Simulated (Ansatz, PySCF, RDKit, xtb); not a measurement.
# Solving [NSO2]+, step by step

Only the formula [NSO2]+ is given (charge +1). Aim: find the structure of lowest free energy at 298.15 K, then its properties.

Plan: many cheap relaxations first (GFN2-xTB), then density-functional screening, relaxation at B3LYP-D3(BJ)/def2-SVP, vibrations and a final energy. The numbers are computed, not measured.

4 further runs of the same task are left out: 4 set aside as unsound or not needed.

**1. Possible bonding patterns**

All bonding patterns within simple valence rules are listed by program: one Lewis structure each, at most two rings and one unusual centre or charged pair. O–O, O–halogen and N–halogen bonds and N–N–N chains are not drawn. That gives 6 candidates.

```csv
label,SMILES,spin
c046,o1n2o[s+]12,singlet
c169,O=[N+]1OS1,singlet
c251,O=N[S+]=O,singlet
c339,[N-]=[O+][S+]=O,singlet
c532,n1os[o+]1,singlet
c880,O=N[O+]=S,singlet
```

Candidates are built by distance geometry, with a force field where one applies, in up to four conformers (letters a to d). 16 starts with atoms placed at random are added, to find patterns that the rules miss.

**Question.** With final energies at CCSD(T)/def2-TZVPP, which structure will this search put lowest in free energy, and by what margin?

| quantity | value |
| --- | --- |
| lowest structure found | n1os[o+]1, singlet, C2v |
| next finalist | O=[N+]1OS1, singlet, 12.7 kcal/mol higher in G |
| share at equilibrium, among the finalists | 100.0 % |
| harmonic wavenumbers, lowest and highest (B3LYP-D3(BJ)/def2-SVP) | 550 and 1253 cm⁻¹ |
| rotational constants, same geometry | 0.5353, 0.2831, 0.1852 cm⁻¹ |
| HOMO energy (PBE0/def2-TZVPD) | -16.22 eV |
| LUMO energy (PBE0/def2-TZVPD) | -11.54 eV |
| HOMO–LUMO gap (PBE0/def2-TZVPD) | 4.68 eV |
| lowest excitation (TD-PBE0/def2-SVPD) | 2.60 eV (f = 0.000) |
| strongest of the states computed, same level | 4.98 eV (f = 0.045) |
| lowest triplet excitation, same level, Tamm-Dancoff | 1.69 eV |
| vertical ionisation energy | 18.92 eV |
| vertical recombination energy (electron added) | 9.02 eV |
| vertical triplet less singlet | +1.64 eV |

`n1os[o+]1` comes out lowest. Among the finalists first place is clear (12.7 kcal/mol); structures outside the list aren't covered. HF/STO-3G, B3LYP-D3(BJ)/def2-SVP, HF/def2-TZVPP and MP2/def2-TZVPP already put its bonding pattern lowest among the structures in one piece; GFN2-xTB and r2SCAN-D4/def2-SVP favour the singlet O=N[S+]=O (c867, not a finalist). A large T1 diagnostic among the finalists warns that one reference determinant may not suffice. It concerns: the winner; the finalist O=[N+]1OS1 (singlet). A candidate that fell apart on refinement lay below the next finalist; fragments are not ranked, and their entropy would favour them further. A loose complex, N#[O+].O=S, lay -13.3 kcal/mol from the best structure in one piece at the screening level; it was neither relaxed nor ranked, and may be the true minimum. The search is not exhaustive (a finite list of starts, one conformer a finalist), so a lower isomer can't be ruled out.
